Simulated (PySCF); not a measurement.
# From one method to the next for NH3

What do other methods print for NH3?

Computed with PySCF 2.14.0. Level: method and basis as typed in the scripts.

### Step 1. The system as given

NH3: 4 atoms, charge 0, spin multiplicity 1.

Bond lengths: N1–H2 1.013 Å, N1–H3 1.012 Å, N1–H4 1.013 Å. Angles: H2–N1–H3 107.1°, H2–N1–H4 107.1°, H3–N1–H4 107.1°.

### Step 2. Base script

input.py

```python
from pyscf import gto, scf, cc

mol = gto.M(
    atom='N 0 0 -0.0667; H 0.9403 0 0.3089; H -0.4701 0.8143 0.3089; H -0.4702 -0.8143 0.3089',
    basis='aug-cc-pvdz',
    charge=0,
    spin=0,
    symmetry=True,
    verbose=4,
)
mf = scf.UHF(mol)
mf.kernel()
mycc = cc.CCSD(mf)
mycc.kernel()
mf.dip_moment()
print('orbital energies (hartree):', [e[max(0, n-3):n+3].round(4) for e, n in zip(mf.mo_energy, mol.nelec)])
```

On the command line:

```console
$ OMP_NUM_THREADS=1 python input.py
```

### Step 3. NEVPT2 (ROHF)

Run 1 changes step after the SCF: ccsd → nevpt2; SCF type: UHF → ROHF; active space: none → 8 electrons in 6 orbitals.

input.py

```python
from pyscf import gto, scf, mcscf, mrpt

mol = gto.M(
    atom='N 0 0 -0.0667; H 0.9403 0 0.3089; H -0.4701 0.8143 0.3089; H -0.4702 -0.8143 0.3089',
    basis='aug-cc-pvdz',
    charge=0,
    spin=0,
    symmetry=True,
    verbose=4,
)
mf = scf.ROHF(mol)
mf.kernel()
mc = mcscf.CASSCF(mf, 6, 8)
mc.kernel()
mc.analyze()
mrpt.NEVPT(mc).kernel()
mf.dip_moment()
print('orbital energies (hartree):', mf.mo_energy[..., max(0, mol.nelec[1]-3):mol.nelec[0]+3].round(4))
```

### Step 4. Geometry optimisation

Run 2 changes step after the SCF: ccsd → optimize; point-group symmetry: on → off.

input.py

```python
from pyscf import gto, scf
from scipy.optimize import minimize

mol = gto.M(
    atom='N 0 0 -0.0667; H 0.9403 0 0.3089; H -0.4701 0.8143 0.3089; H -0.4702 -0.8143 0.3089',
    basis='aug-cc-pvdz',
    charge=0,
    spin=0,
    verbose=4,
)
mf = scf.UHF(mol)
mf.kernel()
g = mf.nuc_grad_method()
scan = g.as_scanner()
def energy_and_gradient(x):
    e, de = scan(mol.set_geom_(x.reshape(-1, 3), unit='bohr', inplace=False))
    print('step: E =', e, ' geometry (angstrom) =', (x*0.529177210903).round(5).tolist())
    return e, de.ravel()
res = minimize(energy_and_gradient, mol.atom_coords().ravel(), jac=True, method='BFGS', options={'gtol': 3e-4, 'maxiter': 30})
print(res.message)
mol_eq = mol.set_geom_(res.x.reshape(-1, 3), unit='bohr', inplace=False)
print('optimised geometry (angstrom)')
print(mol_eq.tostring('raw'))
print('orbital energies (hartree):', [e[max(0, n-3):n+3].round(4) for e, n in zip(mf.mo_energy, mol.nelec)])
```

### Step 5. Gradient

Run 3 changes step after the SCF: ccsd → gradient.

Edit input.py of step 2 so:

```diff
@@ -1,2 +1,2 @@
-from pyscf import gto, scf, cc
+from pyscf import gto, scf
 
@@ -12,4 +12,3 @@
 mf.kernel()
-mycc = cc.CCSD(mf)
-mycc.kernel()
+mf.nuc_grad_method().kernel()
 mf.dip_moment()
```

### Step 6. TDHF

Run 4 changes step after the SCF: ccsd → tddft; number of roots: none → 4.

Edit input.py of step 2 so:

```diff
@@ -1,2 +1,2 @@
-from pyscf import gto, scf, cc
+from pyscf import gto, scf, tdscf
 
@@ -12,4 +12,6 @@
 mf.kernel()
-mycc = cc.CCSD(mf)
-mycc.kernel()
+td = tdscf.TDHF(mf)
+td.nstates = 4
+td.kernel()
+td.analyze()
 mf.dip_moment()
```

### Step 7. RHF

Run 5 changes SCF type: UHF → RHF.

Edit input.py of step 2 so:

```diff
@@ -10,3 +10,3 @@
 )
-mf = scf.UHF(mol)
+mf = scf.RHF(mol)
 mf.kernel()
@@ -15,2 +15,2 @@
 mf.dip_moment()
-print('orbital energies (hartree):', [e[max(0, n-3):n+3].round(4) for e, n in zip(mf.mo_energy, mol.nelec)])
+print('orbital energies (hartree):', mf.mo_energy[..., max(0, mol.nelec[1]-3):mol.nelec[0]+3].round(4))
```

**Question.** What will these runs give? Wanted: for each run, E(SCF); from base; gap; SCF dipole; after the SCF.

**Answer**, as computed:

```csv
run,E(SCF) (hartree),from base (eV),cycles,gap (eV),SCF dipole (D),after the SCF
base,-56.205395,0,10,12.62,1.60,CCSD correlation -5.903 eV
NEVPT2 (ROHF),-56.205395,0.0000,9,n/a,1.60,"NEVPT2 correlation -5.025 eV (from the SCF energy, the CASSCF gain included)"
geometry optimisation,-56.205395,0.0000,10,12.62,n/a,-0.005 eV
gradient,-56.205395,0.0000,10,12.62,1.60,n/a
TDHF,-56.205395,0.0000,10,12.62,1.60,lowest root found 6.77 eV
RHF,-56.205395,0.0000,9,12.62,1.60,CCSD correlation -5.903 eV
```

SCF columns refer to the geometry typed in the script.

What this shows: With RHF the SCF ends at the base energy.
